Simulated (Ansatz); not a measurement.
Relaxation of AlFH₄ (6 atoms, charge 0, multiplicity 1), to a largest force component of 0.03 eV/Å in at most 50 steps.

Method: RKS B3LYP-D4/def2-SVPD in Ansatz 0.2.0.

```xyz
6
Properties=species:S:1:pos:R:3
Al 0.030 -0.428 -0.454
F 0.009 -0.197 2.422
H 1.394 0.205 -0.940
H -1.375 0.170 -0.857
H 0.072 -1.775 0.359
H 0.005 -1.058 2.071
```

Question: Where does it end, and by what steps?

Answer: The forces met the threshold. After 13 steps the energy has fallen by 0.167 eV; F2 moved furthest, 0.58 Å.

```json
{"step": "0", "energy less start (eV)": "0.0000", "largest force component (eV/Å)": "0.355", "accepted": "yes"}
{"step": "1", "energy less start (eV)": "-0.0278", "largest force component (eV/Å)": "0.857", "accepted": "yes"}
{"step": "2", "energy less start (eV)": "-0.0693", "largest force component (eV/Å)": "0.466", "accepted": "yes"}
{"step": "3", "energy less start (eV)": "-0.1147", "largest force component (eV/Å)": "0.467", "accepted": "yes"}
{"step": "4", "energy less start (eV)": "-0.1219", "largest force component (eV/Å)": "0.695", "accepted": "yes"}
{"step": "5", "energy less start (eV)": "-0.1451", "largest force component (eV/Å)": "0.187", "accepted": "yes"}
{"step": "6", "energy less start (eV)": "-0.1511", "largest force component (eV/Å)": "0.102", "accepted": "yes"}
{"step": "7", "energy less start (eV)": "-0.1550", "largest force component (eV/Å)": "0.069", "accepted": "yes"}
{"step": "8", "energy less start (eV)": "-0.1539", "largest force component (eV/Å)": "0.737", "accepted": "no"}
{"step": "9", "energy less start (eV)": "-0.1593", "largest force component (eV/Å)": "0.136", "accepted": "yes"}
{"step": "10", "energy less start (eV)": "-0.1598", "largest force component (eV/Å)": "0.538", "accepted": "yes"}
{"step": "11", "energy less start (eV)": "-0.1642", "largest force component (eV/Å)": "0.230", "accepted": "yes"}
{"step": "12", "energy less start (eV)": "-0.1666", "largest force component (eV/Å)": "0.031", "accepted": "yes"}
{"step": "13", "energy less start (eV)": "-0.1668", "largest force component (eV/Å)": "0.006", "accepted": "yes"}
```

```xyz
6
Properties=species:S:1:pos:R:3
Al 0.018 -0.474 -0.277
F 0.026 -0.066 1.853
H 1.381 0.223 -0.680
H -1.374 0.178 -0.660
H 0.045 -2.018 0.150
H 0.039 -0.927 2.215
```

The run took 30 s on 1 thread of Arm Neoverse V1, on a shared host, peak memory 0.11 GiB.
